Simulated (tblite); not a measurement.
Species: C₄H₅ (doublet state).
Atom-mapped SMILES: `[CH2:1][C:2]#[C:3][CH3:4]` (hydrogens: H5, H6 on C1; H7, H8, H9 on C4)

Computed geometry: GFN2-xTB, gas phase. This method treats the open shell by occupation alone, without spin polarisation.

Problem. What internal coordinates does the optimisation give?

Solution. 
```csv
bond,length (Å),order
C1–C2,1.352,single
C2≡C3,1.222,triple
C3–C4,1.441,single
C1–H5,1.075,single
C1–H6,1.075,single
"C4–H7, C4–H8, C4–H9",1.092,single
```

Bonds in one row agree within 0.01 Å and their mean is given. Orders are formal, as drawn. A selection of angles:
```csv
angle,degrees
C2–C1–H5,120.7
C2–C1–H6,120.7
H5–C1–H6,118.5
C1–C2–C3,179.9
C2–C3–C4,179.9
C3–C4–H7,110.3
H7–C4–H8,108.2
H7–C4–H9,108.9
```

The 3 C–C bonds span 1.222 Å (C2≡C3, drawn triple) to 1.441 Å (C3–C4, drawn single), a spread of 0.219 Å. C1 (carbon bonded to C and 2 H) is planar (angles 120.7°, 120.7° and 118.5°, sum 360.0°, 0.00 Å off the plane of its three neighbours). The 4 heavy atoms lie on one line within 0.05 Å.

Point group: near Cs, missed by 0.08 Å at most; the miss may be what the optimiser left on a soft mode. Its lowest GFN2-xTB frequency is 20i cm⁻¹, too small to tell a flat minimum from a shallow saddle.
